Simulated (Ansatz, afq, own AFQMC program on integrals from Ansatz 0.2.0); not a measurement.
Integrals from Ansatz 0.2.0, then the random walk in our own AFQMC program (afq).

```yaml
crystal:
  periodic: [false, false, false]
  atoms:
    - {symbol: Ga, position_ang: [0.000000, 0.000000, 0.000000]}
    - {symbol: Br, position_ang: [0.000000, 0.000000, 2.532600]}
basis:
  gaussian: {orbitals: cc-pVDZ}
total_charge: 1
magnetization: {spin_polarized: true, initial_magnetization: 3}
correlation: {method: ccsd_t, electrons: outside_noble_gas, hamiltonian_folder: ham}
```

```sh
$ ansatz run in.yaml --threads 1 --pin off --events-out ev --progress --plain --max-ram 1843MiB
```

Options of the walk:

```
--method phaseless --trial hf --walkers 140 --populations 1 --least-time 40 --time-step 0.005 --steps-per-block 20 --equilibration-blocks 112 --max-blocks 600 --target-error 0.00108 --factor-cut 1e-05 --start spin_pure --seed 5256 --taylor-order 6
```

Times are imaginary, in 1/Eh. The walk had a cap of 503 s. Filled inner d shells are frozen with the cores.

Output of the walk:

```
orbitals 26  electrons 6 3  factors 186 of 636
reference energy -4495.23141711 Eh
CCSD correlation -0.12444526 Eh in 14 cycles, weight of the determinant in the CISD state 0.9252
energy of the start -4495.231528 Eh
 block  time / (1/Eh)  mean weight  energy / Eh
     1     0.100  0.9996  -4495.255564
     2     0.200  0.9998  -4495.271321
     3     0.300  1.0006  -4495.284661
     4     0.400  1.0002  -4495.298007
     5     0.500  1.0018  -4495.310883
     8     0.800  1.0002  -4495.335163
    18     1.800  1.0004  -4495.349700
    69     6.900  1.0002  -4495.352427
   120    12.000  0.9992  -4495.360423
   171    17.100  0.9994  -4495.348011
   222    22.200  1.0006  -4495.343066
   239    23.900  1.0003  -4495.388574
   273    27.300  1.0012  -4495.360929
   290    29.000  0.9998  -4495.335498
   324    32.400  1.0002  -4495.352857
   375    37.500  0.9998  -4495.361230
   426    42.600  1.0003  -4495.367026
   477    47.700  1.0016  -4495.376784
   528    52.800  0.9996  -4495.348011
   579    57.900  1.0008  -4495.367350
   630    63.000  1.0003  -4495.365198
   681    68.100  1.0003  -4495.375679
   698    69.800  1.0000  -4495.365162
blocks merged  error / Eh  count
     1  0.000413  600
     2  0.000558  300
     4  0.000737  150
     8  0.000937  75
    16  0.001112  37
    32  0.001358  18
    64  0.001356  9
energy -4495.358938 +/- 0.001358 Eh
(rows thinned)
```

The run passed its tests (sampling time, drift between the halves within three errors, error under three times the target), which doesn't prove that it has relaxed.

Against this walk (error 36.9 meV) on the same determinant: CCSD(T) 17.1 meV higher (within the noise), CCSDT(Q) 56.5 meV lower (within the noise), a separate phaseless walk with a CISD trial and standard settings 8.9 ± 37.5 meV lower (within the noise). The error is statistical and leaves out the bias of the constraint. None of these is a sure reference here.

Cautions: constraint bias not in the error; error above the target (36.9 against 29.4 meV); no relativity below Rb; no spin-orbit coupling; inner d shell frozen; another spin lies lower.

The walk took 2.7 min on 1 thread of Arm Neoverse V1 (shared host). The log's last line is the phaseless energy.

CCSDT and higher add their correlation energy to the determinant of the CCSD(T) run, since their own runs factorise the integrals more tightly (a shift of under 2 meV).
